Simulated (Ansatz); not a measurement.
Input file:

```yaml
crystal:
  periodic: [false, false, false]
  atoms:
    - {symbol: B, position_ang: [0.000000, -0.937626, 0.807149]}
    - {symbol: C, position_ang: [0.000000, 0.459609, 1.028395]}
    - {symbol: S, position_ang: [0.000000, 0.104802, -0.702012]}
    - {symbol: H, position_ang: [0.000000, 1.246096, 1.420923]}
basis:
  gaussian: {orbitals: STO-3G, fitting: {mean_field: def2-universal-jkfit}}
magnetization: {spin_polarized: false, initial_magnetization: 2}
correlation: {method: mp2, electrons: all}
accuracy: high
```

```sh
$ ansatz run in.yaml --threads 1 --pin off --events-out ev --progress --plain --max-ram 2393MiB
```

Log:

```
296 factors; integrals over basis functions are off by at most 8.7e-3 eV
mean field evaluation 1: about -12388.8178 eV, gradient 1.2e1 eV
mean field evaluation 2: about -12389.8998 eV, gradient 6.9e0 eV
mean field evaluation 4: about -12390.2273 eV, gradient 3.8e-1 eV
mean field evaluation 8: about -12387.9802 eV, gradient 1.0e1 eV
mean field evaluation 16: about -12390.2286 eV, gradient 5.6e-8 eV
mean field -12390.22858445 eV, -455.3325020800 hartree, gradient 5.6e-8 eV, S^2 2.000000; 2 other end points of the search recorded, 0 dependent functions left out
reference -12390.22858445 eV, -455.3325020800 hartree; 15, 13 occupied and 5, 7 virtual orbitals, 296 factors
second order -3.24486329 eV of doubles, -0.04185511 eV of singles
Total energy: -12393.51530285 eV, -455.4532867535 hartree
```

Ran on 1 thread of Arm Neoverse V1, shared host: 0.18 s wall, 0.06 GiB peak host memory.
